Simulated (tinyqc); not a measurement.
Inside a calculation. Method: UKS/LDA (VWN5) in the sto-3g basis, for OH+, spin multiplicity 3. One step of it, computed by the program tinyqc.

Problem. Orthogonalisation. S = U s U^T; symmetric (Loewdin) form X = U s^(-1/2) U^T, so that X^T S X = 1.

overlap S:
```
,1O 1s,1O 2s,1O 2px,1O 2py,1O 2pz,2H 1s
1O 1s,1.000000,0.236704,0.000000,0.000000,0.000000,0.060065
1O 2s,0.236704,1.000000,0.000000,0.000000,0.000000,0.504914
1O 2px,0.000000,0.000000,1.000000,0.000000,0.000000,0.000000
1O 2py,0.000000,0.000000,0.000000,1.000000,0.000000,0.000000
1O 2pz,0.000000,0.000000,0.000000,0.000000,1.000000,0.408663
2H 1s,0.060065,0.504914,0.000000,0.000000,0.408663,1.000000
```

Give: eigenvalues of S; X.

Solution.

eigenvalues of S: 0.338  0.840  1.000  1.000  1.127  1.695

X:
```
,1O 1s,1O 2s,1O 2px,1O 2py,1O 2pz,2H 1s
1O 1s,1.023,-0.136,0.000,0.000,-0.010,0.026
1O 2s,-0.136,1.169,0.000,0.000,0.117,-0.361
1O 2px,0.000,0.000,1.000,0.000,0.000,0.000
1O 2py,0.000,0.000,0.000,1.000,0.000,0.000
1O 2pz,-0.010,0.117,0.000,0.000,1.093,-0.287
2H 1s,0.026,-0.361,0.000,0.000,-0.287,1.236
```
